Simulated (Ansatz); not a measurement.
# CH4OSi (SMILES C[SiH]=O): one structure at several levels

The task here is to estimate one member of a computed series from the others.

The runs use Ansatz 0.2.0, Gaussian basis; single points in def2-TZVPP.

Cores are frozen in the correlated methods.

1 further run of the same task is left out (it didn't finish).

## Starting geometry

SMILES `C[SiH]=O`, 7 atoms, charge 0, spin multiplicity 1.

Atoms are counted from 1 here; the program's logs count them from 0.

Bond lengths: C1–Si2 1.854 Å, C1–H4 1.104 Å, C1–H5 1.121 Å, C1–H6 1.109 Å, Si2–O3 1.517 Å, Si2–H7 1.520 Å. Angles: Si2–C1–H4 109.9°, Si2–C1–H5 108.7°, Si2–C1–H6 113.0°, H4–C1–H5 105.7°, H4–C1–H6 109.8°, H5–C1–H6 109.5°, C1–Si2–O3 125.9°, C1–Si2–H7 111.6°, O3–Si2–H7 122.5°.

Geometry (Å):

```mol
CH4OSi
  3D, bonds by distance, orders not assigned

  7  6  0  0  0  0  0  0  0  0999 V2000
   -0.6594    0.4319   -0.2028 C   0  0
    0.8404   -0.5665    0.2332 Si  0  0
    1.3966   -1.7302   -0.5658 O   0  0
   -0.5295    0.8887   -1.1999 H   0  0
   -1.5365   -0.2595   -0.2986 H   0  0
   -0.8883    1.2186    0.5446 H   0  0
    1.4480   -0.1167    1.5523 H   0  0
  1  2  8  0
  1  4  8  0
  1  5  8  0
  1  6  8  0
  2  3  8  0
  2  7  8  0
M  END
```

Set-up of the first run:

Input file run/in.yaml:

```yaml
crystal:
  periodic: [false, false, false]
  atoms:
    - {symbol: C, position_ang: [-0.659427, 0.431921, -0.202792]}
    - {symbol: Si, position_ang: [0.840376, -0.566490, 0.233191]}
    - {symbol: O, position_ang: [1.396623, -1.730152, -0.565782]}
    - {symbol: H, position_ang: [-0.529532, 0.888716, -1.199902]}
    - {symbol: H, position_ang: [-1.536523, -0.259546, -0.298596]}
    - {symbol: H, position_ang: [-0.888339, 1.218607, 0.544579]}
    - {symbol: H, position_ang: [1.448003, -0.116726, 1.552322]}
basis:
  gaussian: {orbitals: def2-TZVPP}
hamiltonian: {xc: pbe, dispersion: d4}
output: {forces: true}
```

Run with:

```
ansatz run in.yaml --threads 2 --pin off --events-out ev --progress --plain --max-ram 3481MiB
```

Steps of the session up to this table: PBE-D4/def2-TZVPP; r2SCAN-D4/def2-TZVPP; PBE0-D4/def2-TZVPP; wB97M-V/def2-TZVPP; CCSD(T)/def2-TZVPP.

One table of the session follows, with a row left open; its other results are not shown here.

| method | RMS force component (eV/Å) | angle to CCSD(T) forces (°) | dipole (D) |
| --- | --- | --- | --- |
| PBE-D4 | 0.417 | 25.5 | 4.07 |
| r2SCAN-D4 | 0.352 | 10.5 | 4.22 |
| PBE0-D4 | 0.333 | 23.0 | 4.34 |
| wB97M-V | ? | ? | ? |
| CCSD(T) | 0.421 | reference | 4.17 |

**Question.** Estimate the row for wB97M-V.

**Answer.** RMS force component (eV/Å): 0.376; angle to CCSD(T) forces (°): 22.7; dipole (D): 4.36. In the column «RMS force component (eV/Å)» it lies between r2SCAN-D4 (0.352) and PBE-D4 (0.417).

Caveats from the session: CCSD(T) in triple zeta still lacks some correlation energy of the bonds, so part of these gaps is its own basis error and they don't rank the functionals.
